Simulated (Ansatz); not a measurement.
**One shape, several levels: CH7AlO (SMILES C[OH+][AlH3-])**

We compute a comparison of 6 runs (HF/def2-SVP, B3LYP/6-31G*, PBE/def2-SVP, B97M-V/x2c-TZVPall, CCSDT(Q)/B/STO-3G) of CH7AlO. 

The calculation is run with Ansatz 0.2.0.

4 further runs of the same task are left out: 2 for a known fault of the program, 2 set aside as unsound or not needed.

### Step 1. Starting point

The species is CH7AlO (10 atoms), meant as a singlet with charge 0. As SMILES, `C[OH+][AlH3-]`. The coordinates come from a PBE0-D4/def2-TZVP relaxation.

Bond lengths: C1–O2 1.434 Å, O2–Al3 1.989 Å, C1–H4 1.090 Å, C1–H5 1.091 Å, C1–H6 1.088 Å, O2–H7 0.963 Å, Al3–H8 1.605 Å, Al3–H9 1.597 Å, Al3–H10 1.600 Å. Some angles: C1–O2–Al3 119.2°, C1–O2–H7 111.0°, Al3–O2–H7 112.2°, O2–C1–H4 109.6°, O2–C1–H5 110.6°, O2–C1–H6 106.1°, O2–Al3–H8 99.4°, O2–Al3–H9 99.4°, O2–Al3–H10 96.2°, H4–C1–H5 111.1°.

### Step 2. Energy and gradient at HF/def2-SVP (run 1)

The input, job.yaml:

```yaml
crystal:
  periodic: [false, false, false]
  atoms:
    - {symbol: C, position_ang: [-1.049000, 0.620000, -0.668700]}
    - {symbol: O, position_ang: [0.339000, 0.266800, -0.599300]}
    - {symbol: Al, position_ang: [1.027900, -0.640800, 1.030900]}
    - {symbol: H, position_ang: [-1.218800, 1.269100, -1.527800]}
    - {symbol: H, position_ang: [-1.670600, -0.275000, -0.724500]}
    - {symbol: H, position_ang: [-1.269600, 1.161200, 0.249200]}
    - {symbol: H, position_ang: [0.624400, -0.170400, -1.407900]}
    - {symbol: H, position_ang: [-0.050200, -1.823600, 1.147000]}
    - {symbol: H, position_ang: [0.888900, 0.558600, 2.076500]}
    - {symbol: H, position_ang: [2.461200, -1.017100, 0.427500]}
basis:
  gaussian:
    orbitals: def2-SVP
magnetization:
  spin_polarized: false
  initial_magnetization: 0
hamiltonian:
  xc: hf
accuracy: high
output:
  forces: true
  orbitals: {seedname: orbitals}
```

Command:

```bash
$ ansatz run job.yaml --threads 1 --pin off --max-ram 2610MiB --events-out events.jsonl --progress --plain --runs-dir runs
```

Standard output, cut to the lines that bear on the results:

```text
Warning: RAYON_NUM_THREADS=1 ignored (pool sized by the plan → 1); use --threads N
Functional definition: HF
  name "HF"
[...]
1898 factors; integrals over basis functions are off by at most 3.8e-9 eV
[...]
mean field -9756.58333183 eV, -358.5478241951 hartree, gradient 8.9e-8 eV, S^2 0.000000; 0 other end points of the search recorded, 0 dependent functions left out
[...]
reference -9756.58333183 eV, -358.5478241951 hartree; 17, 17 occupied and 64, 64 virtual orbitals, 1898 factors
Total energy: -9756.58333183 eV, -358.5478241951 hartree
Atom 0 at    -1.049000     0.620000    -0.668700 Å, force     0.227242     0.083481     0.094928 eV/Å
Atom 1 at     0.339000     0.266800    -0.599300 Å, force    -0.423931    -0.433362    -0.843844 eV/Å
Atom 2 at     1.027900    -0.640800     1.030900 Å, force     0.154311     0.029502     0.074671 eV/Å
Atom 3 at    -1.218800     1.269100    -1.527800 Å, force     0.038253    -0.076169     0.077894 eV/Å
Atom 4 at    -1.670600    -0.275000    -0.724500 Å, force     0.106409     0.094116    -0.028064 eV/Å
Atom 5 at    -1.269600     1.161200     0.249200 Å, force    -0.020611    -0.035088    -0.122862 eV/Å
Atom 6 at     0.624400    -0.170400    -1.407900 Å, force    -0.131034     0.419166     0.639994 eV/Å
Atom 7 at    -0.050200    -1.823600     1.147000 Å, force     0.046684     0.021331     0.015046 eV/Å
Atom 8 at     0.888900     0.558600     2.076500 Å, force     0.025054    -0.073142     0.015209 eV/Å
Atom 9 at     2.461200    -1.017100     0.427500 Å, force    -0.022376    -0.029836     0.077028 eV/Å
Dipole moment:    -0.599633     0.322159    -0.903302 e Å
```

Run time: 2.9 s. Hardware: 1 thread of Arm Neoverse V2, shared host; peak memory 0.2 GiB.

### Step 3. Energy and gradient at B3LYP/6-31G(d) (spherical functions) (run 2)

Edit job.yaml of step 2 so:

```diff
@@ -15,11 +15,6 @@
   gaussian:
-    orbitals: def2-SVP
-magnetization:
-  spin_polarized: false
-  initial_magnetization: 0
+    orbitals: 6-31G_st_-spherical.json
+accuracy: high
+output: {forces: true, orbitals: {seedname: orbitals}}
 hamiltonian:
-  xc: hf
-accuracy: high
-output:
-  forces: true
-  orbitals: {seedname: orbitals}
+  xc: {name: B3LYP}
```

The basis set 6-31G* is read from a file made from the Basis Set Exchange's data (not shown).

Command:

```bash
$ ansatz run job.yaml --threads 1 --pin off --max-ram 2610MiB --events-out events.jsonl --progress --plain --runs-dir runs
```

Standard output, cut to the lines that bear on the results:

```text
Warning: RAYON_NUM_THREADS=1 ignored (pool sized by the plan → 1); use --threads N
Functional definition: B3LYP
  name "B3LYP"
[...]
1450 factors; integrals over basis functions are off by at most 3.5e-9 eV
[...]
mean field -9794.85929536 eV, -359.9544399106 hartree, gradient 5.5e-8 eV, S^2 0.000000; 0 other end points of the search recorded, 0 dependent functions left out
[...]
reference -9794.85933732 eV, -359.9544414523 hartree; 17, 17 occupied and 43, 43 virtual orbitals, 1450 factors
Total energy: -9794.85933732 eV, -359.9544414523 hartree
Atom 0 at    -1.049000     0.620000    -0.668700 Å, force    -0.329027     0.071701    -0.011162 eV/Å
Atom 1 at     0.339000     0.266800    -0.599300 Å, force     0.165314     0.237452     0.227657 eV/Å
Atom 2 at     1.027900    -0.640800     1.030900 Å, force     0.081344    -0.072606     0.139421 eV/Å
Atom 3 at    -1.218800     1.269100    -1.527800 Å, force    -0.016362     0.060539    -0.088725 eV/Å
Atom 4 at    -1.670600    -0.275000    -0.724500 Å, force    -0.075082    -0.068882    -0.015553 eV/Å
Atom 5 at    -1.269600     1.161200     0.249200 Å, force    -0.000712     0.039332     0.059393 eV/Å
Atom 6 at     0.624400    -0.170400    -1.407900 Å, force     0.144400    -0.218852    -0.365333 eV/Å
Atom 7 at    -0.050200    -1.823600     1.147000 Å, force    -0.011139    -0.039093     0.017421 eV/Å
Atom 8 at     0.888900     0.558600     2.076500 Å, force     0.003902     0.010676     0.038593 eV/Å
Atom 9 at     2.461200    -1.017100     0.427500 Å, force     0.037362    -0.020267    -0.001710 eV/Å
Dipole moment:    -0.556035     0.311187    -0.876537 e Å
```

Run time: 6.6 s. Hardware: 1 thread of Arm Neoverse V2, shared host; peak memory 0.26 GiB.

Run 3 isn't shown in full; the table further down has it.

### Step 4. Energy and gradient at PBE/def2-SVP (run 4)

The input, input.yaml:

```yaml
crystal:
  periodic: [false, false, false]
  atoms:
    - {symbol: C, position_ang: [-1.049000, 0.620000, -0.668700]}
    - {symbol: O, position_ang: [0.339000, 0.266800, -0.599300]}
    - {symbol: Al, position_ang: [1.027900, -0.640800, 1.030900]}
    - {symbol: H, position_ang: [-1.218800, 1.269100, -1.527800]}
    - {symbol: H, position_ang: [-1.670600, -0.275000, -0.724500]}
    - {symbol: H, position_ang: [-1.269600, 1.161200, 0.249200]}
    - {symbol: H, position_ang: [0.624400, -0.170400, -1.407900]}
    - {symbol: H, position_ang: [-0.050200, -1.823600, 1.147000]}
    - {symbol: H, position_ang: [0.888900, 0.558600, 2.076500]}
    - {symbol: H, position_ang: [2.461200, -1.017100, 0.427500]}
basis:
  gaussian:
    orbitals: def2-SVP
hamiltonian:
  xc: {name: PBE}
accuracy: high
output: {forces: true, orbitals: {seedname: orbitals}}
```

Command:

```bash
$ ansatz run input.yaml --threads 1 --pin off --max-ram 2610MiB --events-out events.jsonl --progress --plain --runs-dir runs
```

Standard output, cut to the lines that bear on the results:

```text
Warning: RAYON_NUM_THREADS=1 ignored (pool sized by the plan → 1); use --threads N
Functional definition: PBE
  name "PBE"
[...]
1898 factors; integrals over basis functions are off by at most 3.8e-9 eV
[...]
mean field -9782.25241765 eV, -359.4911456999 hartree, gradient 5.8e-8 eV, S^2 0.000000; 0 other end points of the search recorded, 0 dependent functions left out
[...]
reference -9782.25242152 eV, -359.4911458421 hartree; 17, 17 occupied and 64, 64 virtual orbitals, 1898 factors
Total energy: -9782.25242152 eV, -359.4911458421 hartree
Atom 0 at    -1.049000     0.620000    -0.668700 Å, force     0.353324    -0.108263    -0.079033 eV/Å
Atom 1 at     0.339000     0.266800    -0.599300 Å, force     0.010508     0.344265     0.435329 eV/Å
Atom 2 at     1.027900    -0.640800     1.030900 Å, force     0.085782    -0.067361     0.155130 eV/Å
Atom 3 at    -1.218800     1.269100    -1.527800 Å, force    -0.143584     0.369524    -0.454928 eV/Å
Atom 4 at    -1.670600    -0.275000    -0.724500 Å, force    -0.416581    -0.464345    -0.023749 eV/Å
Atom 5 at    -1.269600     1.161200     0.249200 Å, force    -0.160347     0.303872     0.491385 eV/Å
Atom 6 at     0.624400    -0.170400    -1.407900 Å, force     0.225955    -0.315297    -0.611599 eV/Å
Atom 7 at    -0.050200    -1.823600     1.147000 Å, force    -0.116752    -0.147350     0.021203 eV/Å
Atom 8 at     0.888900     0.558600     2.076500 Å, force    -0.005728     0.131178     0.130782 eV/Å
Atom 9 at     2.461200    -1.017100     0.427500 Å, force     0.167423    -0.046224    -0.064519 eV/Å
Dipole moment:    -0.539464     0.319711    -0.869914 e Å
```

Wall time 6.6 s (1 thread of Arm Neoverse V2, shared host); peak memory 0.26 GiB.

Run 5 isn't shown in full; the table further down has it.

### Step 5. Energy and gradient at CCSDT(Q)/B/STO-3G (density fitting with def2-universal-jkfit, cc-pVDZ-rifit for correlation) (run 6)

Edit input.yaml of step 4 so:

```diff
@@ -15,6 +15,9 @@
   gaussian:
-    orbitals: def2-SVP
-hamiltonian:
-  xc: {name: PBE}
-accuracy: high
-output: {forces: true, orbitals: {seedname: orbitals}}
+    orbitals: STO-3G
+    fitting: {mean_field: def2-universal-jkfit, correlation: cc-pVDZ-rifit.json}
+correlation:
+  method: ccsdt_q_b
+  electrons: outside_noble_gas
+scf:
+  lower_state_search: "off"
+output: {forces: true}
```

Command:

```bash
$ ansatz run input.yaml --threads 1 --pin off --max-ram 2610MiB --events-out events.jsonl --progress --plain --runs-dir runs
```

Standard output:

```text
Warning: RAYON_NUM_THREADS=1 ignored (pool sized by the plan → 1); use --threads N
[... 11 lines left out ...]
7 core orbitals not correlated: weight in the atoms' cores, before any rotation towards them, 0.999 or more for the frozen orbitals, at most 0.000 for the correlated occupied ones
[... 15 lines left out ...]
Total energy: -9646.14699436 eV, -354.4893636495 hartree
[... 10 lines left out ...]
Dipole moment:    -0.478821     0.266357    -0.807893 e Å
Checks for a lower state left out: starts, cluster_reference, orbital_swaps, neighbouring_geometries, increment
```

Wall time 33 s (1 thread of Arm Neoverse V2, shared host); peak memory 0.58 GiB.

### Step 6. Overview of the runs

| run | level | Cartesian functions | task | energy (Eh) | dipole moment (D) | HOMO energy (eV) | LUMO energy (eV) | wall time |
| --- | --- | --- | --- | --- | --- | --- | --- | --- |
| 1 | HF/def2-SVP | no | gradient | -358.547824 | 5.43 | -10.55 | 3.18 | 2.9 s |
| 2 | B3LYP/6-31G* (spherical functions) | no | gradient | -359.954441 | 5.21 | -7.14 | -0.18 | 6.6 s |
| 3 | B3LYP/6-31G* (Cartesian functions) | yes | gradient | -359.957745 | 5.20 | -7.14 | -0.21 | 6.9 s |
| 4 | PBE/def2-SVP | no | gradient | -359.491146 | 5.15 | -6.09 | -0.85 | 6.6 s |
| 5 | B97M-V/x2c-TZVPall | no | energy | -359.871410 | – | -6.59 | -1.03 | 10 s |
| 6 | CCSDT(Q)/B/STO-3G (density fitting with def2-universal-jkfit, cc-pVDZ-rifit for correlation) | no | gradient | -354.489364 | 4.69 | – | – | 33 s |

### Step 7. Results

| quantity | value |
| --- | --- |
| run 6: total energy | -354.48936 Eh |
| run 6: dipole moment (correlated density) | 4.69 D |
| run 6: correlation energy (7 core orbitals frozen) | -176.5 mEh |
| run 6: T1 diagnostic | 0.006 |
| run 6: largest force on an atom | 4.499 eV/Å |

Over runs 1, 2, 3, 4, 6 the dipole moment (its size) runs from 4.69 D (CCSDT(Q)/B/STO-3G) to 5.43 D (HF/def2-SVP). The two ends differ in method and basis. Over runs 1, 2, 3, 4, 5 the HOMO–LUMO gap runs from 5.23 eV (PBE/def2-SVP) to 13.73 eV (HF/def2-SVP). Exact exchange widens orbital gaps. Totals of different functionals can't be ranked against each other. In run 6 the basis is minimal, so the values are rough. In run 5 relativity is left out where basis or elements ask for it. All runs together took 67 s, the longest 33 s.
